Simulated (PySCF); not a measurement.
Gas-phase reaction: 3 SiH₂ + Si(OH)₄ = 4 H₂SiO + H₂

Computed with PySCF and rigid-rotor harmonic-oscillator thermochemistry at 1 bar. † marks an energy on the PBE0/def2-TZVP geometry and frequencies; other levels use their own. 6-31G* has spherical d functions here. All species are closed-shell singlets. B3LYP is the form with VWN-RPA correlation. H₂SiO: computed as isolated molecules; such fragments, hydroxides, amides, oligomers or adducts are transient or little studied in the gas. The harmonic model lacks anharmonicity and excited electronic states, which grow with temperature; levels with a mode under 35 cm⁻¹ are left out. Internal rotation in Si(OH)₄ is treated as a harmonic vibration of one conformer, which makes the entropy rough.

```csv
level,"ΔE electronic, kJ","ΔH°(298 K), kJ","ΔS°(298 K), J/K","ΔG°(800 K), kJ"
B3LYP/6-31G*,111,90,120,-2
M06-2X/def2-TZVP†,212,188,119,97
PBE/def2-SVP,127,103,118,13
LDA/def2-TZVP†,158,133,119,43
ωB97M-V/def2-TZVP†,179,155,119,65
```
ΔH° is lowest at B3LYP/6-31G* and highest at M06-2X/def2-TZVP†. No reference value is set beside these.
